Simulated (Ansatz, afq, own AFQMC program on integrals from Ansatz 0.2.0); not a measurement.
**AlO⁺, triplet in 6-31G, levels against full CI**

```xyz
2

Al    0.0000    0.0000    0.0000
O     0.0000    0.0000    5.9430
```

Basis 6-31G. Noble-gas cores (and the filled d shells of Ga–Kr and In–Xe) are frozen. AFQMC by an in-house program on the Cholesky factors that Ansatz 0.2.0 writes for its CCSD(T) run. The CISD trial takes its coefficients from CCSD amplitudes. Released means that phaseless walkers are propagated on without the constraint, phases kept. Uncertainties: one standard error, sampling alone.

Determinant: UHF, the one that the program's search chose, which needn't be the lowest solution. The geometry is a point of a scan.

Full CI on the same integrals is exact in this basis and with this determinant's frozen core.

Cautions: lower spins were not checked.

```
T1 diagnostic                               : 0.0053
weight of the determinant in the CISD state : 0.923
⟨S²⟩ of the determinant                     : 2.003
size of the correlated space                : 8 electrons in 16 orbitals
```

| level | correlation energy (eV) |
| --- | --- |
| MP2 | -1.9399 |
| CCSD | -2.5983 |
| CCSD(T) | -2.6075 |

Task: Estimate where full CI lies against CCSD(T) on the same integrals.

Result: 0.06 kcal/mol below CCSD(T).

Reference: full CI, correlation energy -2.610 eV. The released energy is read at 2.40 1/Eh (meV from the phaseless value at times in 1/Eh: -0.3 ± 1.1 at 0.24, 0.2 ± 1.1 at 0.51, 1.0 ± 0.7 at 0.99, 1.0 ± 1.3 at 1.62, 3.2 ± 1.1 at 2.40).

```csv
level,E − E(reference) (kcal/mol),share of correlation (%)
CCSD(T),0.06,99.90
CCSDT,0.02,99.97
CCSDT(Q),0.00,100.00
CCSDTQ,0.00,100.00
ph-AFQMC/HF,1.86 ± 0.50,96.91
ph-AFQMC/CISD,-0.02 ± 0.02,100.03
released AFQMC,0.06 ± 0.03,99.91
```

CCSDT and higher add their correlation energy to the determinant of the CCSD(T) run, since their own runs factorise the integrals more tightly (a shift of under 2 meV). A walk keeps the symmetry of its determinant, which the program's search chose and which needn't be the lowest solution, so a lower state of the same spin and another symmetry isn't excluded. Released energies are given only where the last usable release times agree within the noise; a slower fall can still hide under it.
